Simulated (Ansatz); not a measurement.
Results of BLYP (PAW; Ansatz, a first-principles code) for cubic perovskite KTaO3.

Settings: plane-wave cutoff 520 eV, 8×8×8 k mesh, Fermi–Dirac smearing 0.01 eV, scalar-relativistic PAW data made under PBE.

Energies at three volumes about the minimum:

| V (Å³/atom) | E − E_lowest (meV/atom) |
|---|---|
| 13.086 | 3.07 |
| 13.354 | 0.00 |
| 13.621 | 2.87 |

Question: Fit a parabola by hand: where is the minimum, what lattice constant follows, and what is the bulk modulus?

Answer: Slopes: (0.00 − 3.07)/(13.354 − 13.086) = -11.455 and (2.87 − 0.00)/(13.621 − 13.354) = 10.749 meV/Å³. Curvature E″ = 2 × (10.749 − (-11.455))/(13.621 − 13.086) = 83.006 meV/Å⁶. From the middle of the first interval, the slope vanishes at V0 = 13.2200 − (-11.455)/83.006 = 13.358 Å³/atom. B = V0 E″ = 13.358 × 83.006 meV/Å³ × 0.1602 GPa per meV/Å³ = 178 GPa. With 5 atoms in the cube, a = (5 × 13.358)^(1/3) = 4.057 Å. The full Birch–Murnaghan fit to all volumes gives V0 = 13.353 Å³/atom and B0 = 178 GPa.

Measured, for comparison: bulk modulus 220 GPa (temperature not stated, not corrected to a static lattice; as tabulated in Tinte et al. (1998), arXiv:cond-mat/9809379). Computed (rounded) less measured: bulk modulus -19 %.
